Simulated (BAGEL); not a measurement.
# A workflow on AlH3 (SMILES [AlH3])

Wanted: the energy (HF/def2-TZVP), then the energy (NEVPT2(2,2)/def2-TZVP), then the energy (CASPT2(2,2)/def2-TZVP) of AlH3. 

The calculation is run with BAGEL 1.2.2.

1 further run of the same task is left out (set aside as unsound or not needed).

**1. The system as given**

AlH3: 4 atoms, total charge 0, spin state singlet. As SMILES, `[AlH3]`. The coordinates come from a PBE0-D4/def2-TZVP relaxation.

Bond lengths: Al1–H2 1.586 Å, Al1–H3 1.586 Å, Al1–H4 1.586 Å. Angles: H2–Al1–H3 120.0°, H2–Al1–H4 120.0°, H3–Al1–H4 120.0°.

**2. The energy at HF/def2-TZVP (density fitting with svp-jkfit) (run 1)**

File input.json:

```json
{ "bagel": [

{
  "title": "molecule",
  "basis": "def2-tzvp.json",
  "df_basis": "svp-jkfit",
  "angstrom": true,
  "geometry": [
    { "atom": "Al", "xyz": [    0.013678,   -0.014804,   -0.005058 ] },
    { "atom": "H", "xyz": [    0.633178,    0.670896,    1.283642 ] },
    { "atom": "H", "xyz": [   -1.340822,   -0.832004,    0.105142 ] },
    { "atom": "H", "xyz": [    0.749400,    0.115700,   -1.403900 ] }
  ]
},
{
  "title": "hf",
  "charge": 0
},
{
  "title": "print",
  "file": "orbitals.molden",
  "orbitals": true
}

]}
```

The basis set def2-TZVP is read from a file made from the Basis Set Exchange's data (not shown).

The run is started by

```console
$ BAGEL_NUM_THREADS=1 BAGEL input.json > input.out
```

Standard output:

```text
* using 1 threads per process

  ===============================================================
  ===============================================================

  *** Geometry ***

  { "atom" : "Al", "xyz" : [      0.025848,     -0.027976,     -0.009558 ] },
  { "atom" : "H", "xyz" : [      1.196533,      1.267810,      2.425732 ] },
  { "atom" : "H", "xyz" : [     -2.533786,     -1.572260,      0.198690 ] },
  { "atom" : "H", "xyz" : [      1.416161,      0.218641,     -2.652987 ] },

  Number of auxiliary basis functions:      182

  Since a DF basis is specified, we compute 2- and 3-index integrals:
    o Being stored without compression. Storage requirement is 0.004 GB

  Number of basis functions:       55
  Number of electrons      :       16

    * METHOD: MOLECULE                             0.03

  *** RHF ***

  === Nuclear Repulsion ===
    13.5920548846

      * DIIS with orbital gradients will be used.

  === RHF iteration (def2-tzvp.json) ===
      0       -243.62177287          0.00920914           0.00
      1       -243.63979055          0.00248470           0.00
      2       -243.64125724          0.00036264           0.00
      3       -243.64127292          0.00004307           0.00
      4       -243.64127353          0.00000738           0.00
      5       -243.64127355          0.00000097           0.00
      6       -243.64127355          0.00000017           0.00
      7       -243.64127355          0.00000001           0.00
    * SCF iteration converged.

    * Permanent dipole moment:
           (    0.000514,    -0.000687,     0.000018) a.u.

    * METHOD: HF                                   0.08

    * METHOD: PRINT                                0.01

  ===============================================================
```

Run time: 0.24 s. Hardware: 1 thread of Arm Neoverse V1, shared host.

**3. A single-point energy at NEVPT2(2,2)/def2-TZVP (density fitting with svp-jkfit) (run 2)**

File input.json:

```json
{ "bagel" : [

{
  "title" : "molecule",
  "basis" : "def2-tzvp.json",
  "df_basis" : "svp-jkfit",
  "angstrom" : true,
  "geometry" : [
    { "atom" : "Al", "xyz" : [    0.013678,   -0.014804,   -0.005058 ] },
    { "atom" : "H", "xyz" : [    0.633178,    0.670896,    1.283642 ] },
    { "atom" : "H", "xyz" : [   -1.340822,   -0.832004,    0.105142 ] },
    { "atom" : "H", "xyz" : [    0.749400,    0.115700,   -1.403900 ] }
  ]
},
{ "title" : "hf" },
{ "title" : "casscf", "nstate" : 1, "nact" : 2, "nclosed" : 7, "nspin" : 0, "active" : [8, 10], "maxiter" : 200, "natocc" : true },
{
  "title" : "nevpt2",
  "nstate" : 1,
  "nact" : 2,
  "nclosed" : 7,
  "nspin" : 0,
  "active" : [8, 10],
  "maxiter" : 200,
  "natocc" : true,
  "ncore" : 5
},
{ "title" : "print", "file" : "orbitals.molden", "orbitals" : true }

]}
```

The basis set def2-TZVP is read from a file made from the Basis Set Exchange's data (not shown).

The run is started by

```console
$ BAGEL_NUM_THREADS=1 BAGEL input.json > input.out
```

Standard output:

```text
* using 1 threads per process

  ===============================================================
  ===============================================================

  *** Geometry ***

  { "atom" : "Al", "xyz" : [      0.025848,     -0.027976,     -0.009558 ] },
  { "atom" : "H", "xyz" : [      1.196533,      1.267810,      2.425732 ] },
  { "atom" : "H", "xyz" : [     -2.533786,     -1.572260,      0.198690 ] },
  { "atom" : "H", "xyz" : [      1.416161,      0.218641,     -2.652987 ] },

  Number of auxiliary basis functions:      182

  Since a DF basis is specified, we compute 2- and 3-index integrals:
    o Being stored without compression. Storage requirement is 0.004 GB

  Number of basis functions:       55
  Number of electrons      :       16

    * METHOD: MOLECULE                             0.03

  *** RHF ***

  === Nuclear Repulsion ===
    13.5920548846

      * DIIS with orbital gradients will be used.

  === RHF iteration (def2-tzvp.json) ===
      0       -243.62177287          0.00920914           0.00
      1       -243.63979055          0.00248470           0.00
      2       -243.64125724          0.00036264           0.00
      3       -243.64127292          0.00004307           0.00
      4       -243.64127353          0.00000738           0.00
      5       -243.64127355          0.00000097           0.00
      6       -243.64127355          0.00000017           0.00
      7       -243.64127355          0.00000001           0.00
    * SCF iteration converged.

    * Permanent dipole moment:
           (    0.000514,    -0.000687,     0.000018) a.u.

    * METHOD: HF                                   0.08

  ---------------------------
      CASSCF calculation
  ---------------------------

    ==== Active orbitals : =====
         Orbital 8
         Orbital 10
    ============================

    * nstate   :      1
    * nclosed  :      7
    * nact     :      2
    * nvirt    :     46
  === CASSCF iteration (def2-tzvp.json) ===

    * Using the second-order algorithm

      0  0      -243.64152409     1.41e-04      0.00

      1  0      -243.64487288     1.23e-03      0.03

      2  0      -243.65290238     1.76e-03      0.03

      3  0      -243.65473177     4.12e-04      0.04

      4  0      -243.65483247     1.99e-04      0.04

      5  0      -243.65483822     6.94e-05      0.04

      6  0      -243.65483864     2.16e-05      0.04

      7  0      -243.65483867     6.44e-06      0.04

      8  0      -243.65483868     1.89e-06      0.04

      9  0      -243.65483868     5.48e-07      0.04

     10  0      -243.65483868     1.59e-07      0.04

     11  0      -243.65483868     4.60e-08      0.03

     12  0      -243.65483868     1.33e-08      0.03

     13  0      -243.65483868     3.83e-09      0.03

    * Second-order optimization converged. *

     guess   0:   closed 1.                   open ..

  === FCI iteration ===

      0  0      -243.64106306     6.65e-02      0.00
      1  0      -243.65482692     1.50e-03      0.00
      2  0 *    -243.65483868     8.40e-16      0.00

     * ci vector, state   0, <S^2> = 0.0000
       2.     0.9946835938
       .2    -0.1029783874

    * METHOD: CASSCF                               0.49

    * freezing 5 orbitals

  === DF-NEVPT2 calculation ===

    * 3-index integral transformation done
    * assembly done

      NEVPT2 correlation energy:   -0.0701037590      0.02

          (+0)     -0.0487778764
          (+0)'    -0.0010479770
          (+1)     -0.0017561002
          (+1)'    -0.0000000000
          (+2)     -0.0000816651
          (-1)     -0.0072182490
          (-1)'     0.0000000000
          (-2)     -0.0112218913

      NEVPT2 total energy:       -243.7249424346

    * METHOD: NEVPT2                               0.03

    * METHOD: PRINT                                0.01

  ===============================================================
```

Wall time 0.77 s (1 thread of Arm Neoverse V1, shared host).

**4. The energy at CASPT2(2,2)/def2-TZVP (density fitting with svp-jkfit) (run 3)**

File job.json:

```json
{ "bagel": [

{
  "title": "molecule",
  "basis": "def2-tzvp.json",
  "df_basis": "svp-jkfit",
  "angstrom": true,
  "geometry": [
    { "atom": "Al", "xyz": [       0.013678,      -0.014804,      -0.005058 ] },
    { "atom": "H", "xyz": [       0.633178,       0.670896,       1.283642 ] },
    { "atom": "H", "xyz": [      -1.340822,      -0.832004,       0.105142 ] },
    { "atom": "H", "xyz": [       0.749400,       0.115700,      -1.403900 ] }
  ]
},

{ "title": "hf" },

{ "title": "casscf", "nstate": 1, "nact": 2, "nclosed": 7, "active": [8, 10], "maxiter": 200, "natocc": true },

{ "title": "print", "file": "orbitals.molden", "orbitals": true },

{ "title": "smith", "method": "caspt2", "ms": true, "xms": true, "sssr": true, "shift": 0.2, "shift_imag": true, "ncore": 5 }

]}
```

The basis set def2-TZVP is read from a file made from the Basis Set Exchange's data (not shown).

The run is started by

```console
$ BAGEL_NUM_THREADS=1 BAGEL job.json > job.out
```

Standard output:

```text
* using 1 threads per process

  ===============================================================
  ===============================================================

  *** Geometry ***

  { "atom" : "Al", "xyz" : [      0.025848,     -0.027976,     -0.009558 ] },
  { "atom" : "H", "xyz" : [      1.196533,      1.267810,      2.425732 ] },
  { "atom" : "H", "xyz" : [     -2.533786,     -1.572260,      0.198690 ] },
  { "atom" : "H", "xyz" : [      1.416161,      0.218641,     -2.652987 ] },

  Number of auxiliary basis functions:      182

  Since a DF basis is specified, we compute 2- and 3-index integrals:
    o Being stored without compression. Storage requirement is 0.004 GB

  Number of basis functions:       55
  Number of electrons      :       16

    * METHOD: MOLECULE                             0.03

  *** RHF ***

  === Nuclear Repulsion ===
    13.5920548846

      * DIIS with orbital gradients will be used.

  === RHF iteration (def2-tzvp.json) ===
      0       -243.62177287          0.00920914           0.00
      1       -243.63979055          0.00248470           0.00
      2       -243.64125724          0.00036264           0.00
      3       -243.64127292          0.00004307           0.00
      4       -243.64127353          0.00000738           0.00
      5       -243.64127355          0.00000097           0.00
      6       -243.64127355          0.00000017           0.00
      7       -243.64127355          0.00000001           0.00
    * SCF iteration converged.

    * Permanent dipole moment:
           (    0.000514,    -0.000687,     0.000018) a.u.

    * METHOD: HF                                   0.08

  ---------------------------
      CASSCF calculation
  ---------------------------

    ==== Active orbitals : =====
         Orbital 8
         Orbital 10
    ============================

    * nstate   :      1
    * nclosed  :      7
    * nact     :      2
    * nvirt    :     46
  === CASSCF iteration (def2-tzvp.json) ===

    * Using the second-order algorithm

      0  0      -243.64152409     1.41e-04      0.00

      1  0      -243.64487288     1.23e-03      0.03

      2  0      -243.65290238     1.76e-03      0.03

      3  0      -243.65473177     4.12e-04      0.04

      4  0      -243.65483247     1.99e-04      0.04

      5  0      -243.65483822     6.94e-05      0.04

      6  0      -243.65483864     2.16e-05      0.04

      7  0      -243.65483867     6.44e-06      0.04

      8  0      -243.65483868     1.89e-06      0.04

      9  0      -243.65483868     5.48e-07      0.05

     10  0      -243.65483868     1.59e-07      0.04

     11  0      -243.65483868     4.60e-08      0.04

     12  0      -243.65483868     1.33e-08      0.03

     13  0      -243.65483868     3.83e-09      0.03

    * Second-order optimization converged. *

     guess   0:   closed 1.                   open ..

  === FCI iteration ===

      0  0      -243.64106306     6.65e-02      0.00
      1  0      -243.65482692     1.50e-03      0.00
      2  0 *    -243.65483868     8.40e-16      0.00

     * ci vector, state   0, <S^2> = 0.0000
       2.     0.9946835938
       .2    -0.1029783874

    * METHOD: CASSCF                               0.49

    * METHOD: PRINT                                0.01

  === SMITH program ===

    * freezing 5 orbitals

    * Approximate memory requirement for SMITH calulation per MPI process:
      o Storage requirement for T-amplitude, lambda, and residual is 0.00 GB
      o Storage requirement for MO integrals is 0.00 GB
    * Calculating and saving rdm4f

    * Zeroth order energy : state  0       -0.8994698912

    * CASPT2 iteration is performed using orthogonal basis

      -------------------------------------------  CASPT2 iteration  ---------------------------------------------------
       #      aibj      arbs      arbi      airj      risj      airs      arst      rist         Etot      error   time
      ------------------------------------------------------------------------------------------------------------------

       0  -0.04873  -0.01375  -0.00719  -0.00208  -0.00014  -0.00090  -0.00000  -0.00000   -0.0727880  0.0017756   0.01
       1  -0.04884  -0.01379  -0.00721  -0.00220  -0.00016  -0.00095   0.00000  -0.00000   -0.0731578  0.0004311   0.01
       2  -0.04885  -0.01379  -0.00722  -0.00221  -0.00016  -0.00095  -0.00000  -0.00000   -0.0731761  0.0001106   0.01
       3  -0.04885  -0.01379  -0.00722  -0.00220  -0.00016  -0.00095   0.00000  -0.00000   -0.0731771  0.0000274   0.01
       4  -0.04885  -0.01379  -0.00722  -0.00220  -0.00016  -0.00095   0.00000  -0.00000   -0.0731772  0.0000056   0.01
       5  -0.04885  -0.01379  -0.00722  -0.00220  -0.00016  -0.00095  -0.00000  -0.00000   -0.0731772  0.0000011   0.01
       6  -0.04885  -0.01379  -0.00722  -0.00220  -0.00016  -0.00095  -0.00000  -0.00000   -0.0731772  0.0000002   0.01

      ------------------------------------------------------------------------------------------------------------------

    * CASPT2 energy : state  0     -243.7287116282
        w/o shift correction       -243.7280158746
        reference weight              0.9680228043

    * METHOD: SMITH                                0.11

  ===============================================================
```

Run time: 0.85 s. Hardware: 1 thread of Arm Neoverse V1, shared host.

**5. Results**

| quantity | value |
| --- | --- |
| run 1, HF/def2-TZVP: total energy | -243.64127 Eh |
| run 1, HF/def2-TZVP: dipole moment | 0.00 D |
| run 1, HF/def2-TZVP: HOMO energy | -11.75 eV |
| run 1, HF/def2-TZVP: LUMO energy | 0.88 eV |
| run 1, HF/def2-TZVP: HOMO–LUMO gap | 12.63 eV |
| run 2, NEVPT2(2,2)/def2-TZVP: total energy | -243.72494 Eh |
| run 3, CASPT2(2,2)/def2-TZVP: total energy | -243.72871 Eh |
